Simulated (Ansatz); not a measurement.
# H3S2+ (SMILES S[SH2+]): one structure at several levels

One table from this session's results is given with a row withheld; the runs are named, their logs left out.

The runs use Ansatz 0.2.0, Gaussian basis; single points in def2-TZVPP.

Cores are frozen in the correlated methods.

## The system as given

SMILES `S[SH2+]`, 5 atoms, charge 1, spin multiplicity 1.

Atoms are counted from 1 here; the program's logs count them from 0.

Bond lengths: S1–S2 2.104 Å, S1–H3 1.411 Å, S2–H4 1.365 Å, S2–H5 1.357 Å. Angles: S2–S1–H3 96.1°, S1–S2–H4 105.9°, S1–S2–H5 103.3°, H4–S2–H5 92.9°.

Coordinates:

| atom | x (Å) | y (Å) | z (Å) |
| --- | --- | --- | --- |
| S1 | 1.1381 | -0.9096 | 0.3599 |
| S2 | 0.2496 | 0.7428 | -0.5920 |
| H3 | -0.0453 | -1.3909 | 0.9578 |
| H4 | -0.8901 | 0.2710 | -1.1758 |
| H5 | -0.4336 | 1.3514 | 0.4108 |

Set-up of the first run:

Contents of run/in.yaml:

```yaml
crystal:
  periodic: [false, false, false]
  atoms:
    - {symbol: S, position_ang: [1.138100, -0.909600, 0.359900]}
    - {symbol: S, position_ang: [0.249600, 0.742800, -0.592000]}
    - {symbol: H, position_ang: [-0.045300, -1.390900, 0.957800]}
    - {symbol: H, position_ang: [-0.890100, 0.271000, -1.175800]}
    - {symbol: H, position_ang: [-0.433600, 1.351400, 0.410800]}
basis:
  gaussian: {orbitals: def2-TZVPP}
total_charge: 1
correlation: {method: ccsd_t}
output: {forces: true}
```

The command line of these runs was not kept.

Among the steps run: CCSD(T)/def2-TZVPP; PBE0-D4/def2-TZVPP; wB97M-V/def2-TZVPP; r2SCAN-D4/def2-TZVPP; PBE-D4/def2-TZVPP; BLYP-D4/def2-TZVPP; r2SCANh-D4/def2-TZVPP.

One of the session's tables, all rows but one given; the rest of the session is left out.

```
    method  RMS force component (eV/Å)  angle to CCSD(T) forces (°)
   CCSD(T)                       0.571                    reference
   PBE0-D4                       0.571                         18.2
   wB97M-V                       0.586                          8.1
 r2SCAN-D4                       0.535                         18.3
    PBE-D4                           ?                            ?
   BLYP-D4                       0.403                         27.0
r2SCANh-D4                       0.577                         16.5
```

Q: Estimate the row for PBE-D4 from the others.

**Answer.** RMS force component (eV/Å): 0.439; angle to CCSD(T) forces (°): 30.9. In the column «RMS force component (eV/Å)» it lies between BLYP-D4 (0.403) and r2SCAN-D4 (0.535).
